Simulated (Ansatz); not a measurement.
# H₂OF (doublet): the correlation ladder at distance O1–H3 along a hydrogen transfer = 0.960 Å, cc-pVDZ

How much of the correlation energy of H₂OF (doublet) does each wave-function method recover here?

Computed with Ansatz 0.2.0, Gaussian basis. Level: cc-pVDZ, core rule «outside noble gas», up to 2 orbitals frozen.

The runs, in order: UHF; CCSD(T) on ROHF; CCSD(T) on UHF; BCCD(T) on ROHF; CISD; CCSDT(Q) on ROHF; CCSDT(Q) on UHF; CASSCF and MRCISD+Q, 3 electrons in 3 orbitals; CASSCF and NEVPT2, 3 electrons in 3 orbitals; CASSCF and MRCISD+Q, 15 electrons in 10 orbitals; CASSCF and NEVPT2, 15 electrons in 10 orbitals.

10 further runs of the same task are left out: 10 that didn't finish.

## Step 1: The system

The geometry derives from fragments relaxed apart (PBE0/def2-TZVP) and kept rigid, so it is no stationary point. A hydrogen atom is moved between rigid fragments.

4 atoms, charge 0, spin multiplicity 2.

Atoms are counted from 1 here; the program's logs count them from 0.

Bond lengths: O1–H2 0.960 Å, O1–H3 0.960 Å. Angles: H2–O1–H3 105.1°.

## Step 2: UHF

File in.yaml:

```yaml
crystal:
  periodic: [false, false, false]
  atoms:
    - {symbol: O, position_ang: [-1.230169, -0.025232, 0.000000]}
    - {symbol: H, position_ang: [-1.479479, 0.901344, 0.000000]}
    - {symbol: H, position_ang: [-0.270640, -0.025232, 0.000000]}
    - {symbol: F, position_ang: [1.128831, -0.025232, 0.000000]}
basis:
  gaussian: {orbitals: cc-pVDZ}
magnetization: {spin_polarized: true, initial_magnetization: 1}
hamiltonian: {xc: hf}
output: {orbitals: {seedname: orbitals}}
```

Started as:

```bash
$ ansatz run in.yaml --threads 1 --pin off --events-out ev --progress --plain --max-ram 2393MiB
```

After this run come: CCSD(T) on ROHF; CCSD(T) on UHF; BCCD(T) on ROHF; CISD; CCSDT(Q) on ROHF; CCSDT(Q) on UHF; CASSCF and MRCISD+Q, 3 electrons in 3 orbitals; CASSCF and NEVPT2, 3 electrons in 3 orbitals; CASSCF and MRCISD+Q, 15 electrons in 10 orbitals; CASSCF and NEVPT2, 15 electrons in 10 orbitals.

**Question.** What will the summary of the whole plan be? Wanted: UCCSDT(Q) below the RHF energy; RMP2 from UCCSDT(Q); UMP2 from UCCSDT(Q); RCCSD from UCCSDT(Q); RCCSD(T) from UCCSDT(Q); UCCSD(T) from UCCSDT(Q); RCCSDT(Q) from UCCSDT(Q); NEVPT2 pair from UCCSDT(Q); MRCISD+Q pair from UCCSDT(Q).

As calculated:

| quantity | value |
| --- | --- |
| UCCSDT(Q) below the RHF energy | -10.4177 eV |
| RMP2 from UCCSDT(Q) | +18.14 kcal/mol |
| UMP2 from UCCSDT(Q) | +17.67 kcal/mol |
| RCCSD from UCCSDT(Q) | +3.91 kcal/mol |
| RCCSD(T) from UCCSDT(Q) | +0.78 kcal/mol |
| UCCSD(T) from UCCSDT(Q) | +0.67 kcal/mol |
| RCCSDT(Q) from UCCSDT(Q) | +0.03 kcal/mol |
| NEVPT2 pair from UCCSDT(Q) | +19.82 kcal/mol |
| MRCISD+Q pair from UCCSDT(Q) | +6.04 kcal/mol |
| NEVPT2 valence from UCCSDT(Q) | +37.74 kcal/mol |
| levels within 1 kcal/mol (43 meV) | RCCSD(T), UCCSD(T), BCCD(T), RCCSDT, UCCSDT, RCCSDT(Q) |
| T1 diagnostic | 0.050 |
| effectively unpaired electrons | 1.01 |

RCCSD(T) misses by +0.78 kcal/mol, 0.3 % of the correlation energy. The occupations are near whole numbers, but T1 = 0.050 shows that the orbitals relax strongly. Of the multireference levels listed MRCISD+Q valence comes nearest in total energy (+5.65 kcal/mol), which doesn't show that its space is the better one. Coupled cluster took another determinant than the lowest Hartree-Fock one. These misses are within one basis, not against nature; the frozen cores of restricted and unrestricted runs differ, which can shift their rows.
